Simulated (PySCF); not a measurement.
A search over the determinants of LiN

Unrestricted PBE0; PySCF, no relativity, basis sets Li 3-21G, N 3-21G. Outer shells of the fragments: Li 2s1; N 2s2 2p3.

Followed along the bond (rough minima from three points):

```csv
2Ms+1,unpaired,⟨S²⟩ at the start,R at minimum (Å),Te (eV)
3,π ↑↑,2.05,1.89,0.00
3,"σ ↑, π ↑",2.06,1.72,0.26
1,π ↑↓,1.00,1.86,0.60
1,"σ ↓, π ↑",1.00,1.72,0.94
5,"σ ↑↑, π ↑↑",6.00,none in the scan,≤ 1.57
```

Solutions found at the starting distance of 1.940 Å, counted from the lowest of them; the search is not exhaustive and high or unbound solutions are not listed, so other states can lie among these:

```csv
2Ms+1,unpaired,term,E (eV),⟨S²⟩,⟨Lz²⟩,μ (D)
3,π ↑↑,³Σ⁻,0.00,2.05,0.00,-5.45
3,"σ ↑, π ↑",³Π,0.48,2.06,1.01,-5.00
1,π ↑↓,mixed,0.62,1.00,2.00,-5.82
1,"σ ↓, π ↑",mixed,1.15,1.00,1.03,-5.26
5,"σ ↑↑, π ↑↑",⁵Σ⁻,1.68,6.00,0.00,3.71
1,none,mixed,2.11,0.00,2.00,-5.45
```

A term symbol is given only where ⟨S²⟩ and ⟨Lz²⟩ are close to those of a pure state; real π, δ and φ orbitals otherwise mix terms. A positive dipole means Li(−)N(+).

Compare the gap between the two lowest followed solutions at the starting distance with the gap between their minima.

At PBE0 the second solution (triplet, unpaired electrons σ ↑, π ↑) lies +0.48 eV from the first (triplet, unpaired electrons π ↑↑) at 1.940 Å and +0.26 eV at the minima; the two curves relax by different amounts, since their minima lie near 1.72 and 1.89 Å.

Counting both spins, an empty level lies below a filled one in some of these solutions, because spin and occupation are held. 3-21G is very small, so such numbers show the basis as much as the molecule.
